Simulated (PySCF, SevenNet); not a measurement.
For rock-salt LiF, the machine-learned potential SevenNet-l3i5 (trained on PBE and PBE+U data) gives:

* **lattice constant a**: 4.085 Å
* **bulk modulus**: 59.3 GPa

Task: What does Hartree–Fock in PySCF (GTH pseudopotentials, Gaussian basis) give for the same quantities?

Result: 
- lattice constant a: 3.994 Å (shrinks by 2.2 %)
- bulk modulus: 79.0 GPa (goes up by 33 %)

For comparison: lattice constant a 3.972 Å (measured, static lattice: zero-point anharmonic expansion removed, sources range from 3.964 to 3.974; as tabulated in Mejia-Rodriguez and Trickey (2018), arXiv:1807.09216); bulk modulus 76.3 GPa (measured, 0 K value with the zero-point phonon effect removed; as tabulated in Mejia-Rodriguez and Trickey (2018), arXiv:1807.09216).

Changes are worked out from the printed values.

Unless a cell is named, each level is at its own relaxed cell (SevenNet-l3i5 8.52, Hartree–Fock 7.96 Å³/atom).
